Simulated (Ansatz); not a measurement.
# HfMg2: from a trial structure to a relaxed crystal

These are results of DFT PBE, scalar-relativistic, plane waves, PAW (Ansatz), not measurements. Cutoff 420 eV, Γ-centred k mesh, Gaussian smearing, no spin polarisation in the final step.

The start puts HfMg2 on the fluorite structure type (Fm-3m, No. 225), with Hf in place of Ca, Mg in place of F, at a guessed volume.

```
CELL_PARAMETERS angstrom
0.00000 3.03064 3.03064
3.03064 0.00000 3.03064
3.03064 3.03064 0.00000
ATOMIC_POSITIONS crystal
Mg 0.25000 0.25000 0.25000
Mg 0.75000 0.75000 0.75000
Hf 0.00000 0.00000 0.00000
```

Cell and atoms relax at zero pressure; the relaxation can't lower the symmetry of the start. After a coarse first stage the cell is made exact in the group found at 0.06 Å.

The zero of energy is the elements' standard structures at the same level; no fitted shifts are applied.

What does it relax into?

It keeps Fm-3m (No. 225). The result has the fluorite structure. Conventional cell: a = 6.946 Å. Mg has 4 Hf at 3.01 Å and 6 Mg at 3.47 Å; around Hf lie 8 Mg at 3.01 Å.

Space group Fm-3m (No. 225). a = 6.946 Å, b = 6.946 Å, c = 6.946 Å, α = 90.00°, β = 90.00°, γ = 90.00°
| atom | site | symmetry | x | y | z |
| --- | --- | --- | --- | --- | --- |
| Mg | 8c | -43m | 0.2500 | 0.7500 | 0.7500 |
| Hf | 4a | m-3m | 0.0000 | 0.0000 | 0.0000 |

What are its volume, energy, density and gap?

The volume per atom is 27.92 Å³ and the density is 4.50 g/cm³. The energy over the elements is 0.92 eV/atom and the gap on the 12×12×12 mesh is 0 eV (a metal).

The final run used a 12×12×12 mesh on its 3-atom cell and 0.10 eV smearing. For metals, differences of a few meV/atom aren't resolved. Spin–orbit coupling is left out. Symmetry constrained the relaxation, so the result can be a saddle point. The steps took of the order of 50 core-seconds in all.

Cost: 3 runs of about 0.85 core-minutes in all, on Intel Xeon Processor @ 2.70GHz (shared hosts).